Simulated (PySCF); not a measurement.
**Si: electron affinity**

Si⁻ [Ne] 3s2 3p3 (4S) → Si [Ne] 3s2 3p2 (3P), as a difference of total energies. Computed with PySCF 2.14 in aug-cc-pCVTZ-DK with one added diffuse shell each of s, p, d, f type (9s8p6d4f, 91 functions), with the spin-free X2C one-electron Hamiltonian (Gaussian nucleus). Correlated levels: valence and next inner shell: 1s2 frozen. The calculations carry no spin-orbit coupling.

```csv
method,electron affinity (eV),plus first-order spin-orbit estimate,error of that sum (eV)
UHF,0.845,0.829,-0.561
MP2 (valence and next inner shell),1.375,1.359,-0.031
SCS-MP2 (valence and next inner shell),1.196,1.180,-0.210
CCSD (valence and next inner shell),1.314,1.298,-0.092
CCSD(T) (valence and next inner shell),1.372,1.356,-0.034
```

Reference: 1.390 eV (measured; photodetachment measurements, as compiled on the Wikipedia data page of electron affinities).

A first-order spin-orbit estimate (lowest level to lowest level, LS coupling) adds -0.016 eV.

Errors of the correlated levels include the incompleteness of this basis and the frozen core.
